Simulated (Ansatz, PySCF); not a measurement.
Gas-phase enthalpy of formation at 298 K, by the atomisation route, of [Na][Cl] (SMILES; NaCl). Geometries: B3LYP-D3(BJ)/def2-TZVP minima from Ansatz (a quantum-chemistry and plane-wave program). Valence correlation only, unless marked. UHF or UKS for open shells. Spin-orbit coupling is left out. Non-relativistic. CBS marks a two-point X^-3 extrapolation of the correlation energy; Hartree-Fock from the larger set. Thermal terms are rigid-rotor harmonic-oscillator values from B3LYP-D3(BJ) frequencies (PySCF) at 298.15 K and 1 atm. 1 Eh = 627.5095 kcal/mol.

```json
[
 {"species": "[Na][Cl]", "count": "1", "E, CCSD(T)/CBS(def2-TZVPPD,def2-QZVPPD) (Ansatz) (Eh)": "-621.72525", "E, PBE/def2-TZVPD (Ansatz) (Eh)": "-622.27018", "measured ΔHf at 0 K (kcal/mol)": "-", "H(298) - H(0) of the element (kcal/mol)": "-"},
 {"species": "Cl atom", "count": "1", "E, CCSD(T)/CBS(def2-TZVPPD,def2-QZVPPD) (Ansatz) (Eh)": "-459.70778", "E, PBE/def2-TZVPD (Ansatz) (Eh)": "-459.95933", "measured ΔHf at 0 K (kcal/mol)": "28.59", "H(298) - H(0) of the element (kcal/mol)": "1.10"},
 {"species": "Na atom", "count": "1", "E, CCSD(T)/CBS(def2-TZVPPD,def2-QZVPPD) (Ansatz) (Eh)": "-161.85879", "E, PBE/def2-TZVPD (Ansatz) (Eh)": "-162.16048", "measured ΔHf at 0 K (kcal/mol)": "25.69", "H(298) - H(0) of the element (kcal/mol)": "1.54"}
]
```

Molecule: zero-point energy 0.52, H(298) - H(0) 2.29 kcal/mol. The route leaves out scalar relativity and anharmonic zero-point terms, the atoms' spin-orbit terms, and in the frozen-core level the core correlation. Atomic data: G2/97 table in ASE.

**Question.** Work out De, D0 and ΔHf at 0 and 298 K at both levels, and their errors against the measured value.

**Answer.** 
The atoms' values sum to 54.28 (0 K) and 2.64 (thermal), in kcal/mol.
- CCSD(T)/CBS(def2-TZVPPD,def2-QZVPPD): De = 99.57; D0 = 99.57 - 0.52 = 99.05; ΔHf(0 K) = 54.28 - 99.05 = -44.77; ΔHf(298 K) = -44.77 + 2.29 - 2.64 = -45.12; error -1.5.
- PBE/def2-TZVPD: De = 94.36; D0 = 94.36 - 0.52 = 93.84; ΔHf(0 K) = 54.28 - 93.84 = -39.56; ΔHf(298 K) = -39.56 + 2.29 - 2.64 = -39.91; error +3.7.
Measured: -43.6 kcal/mol (G2/97 table in ASE (Curtiss et al.)). This is an older compilation, not checked against later work.
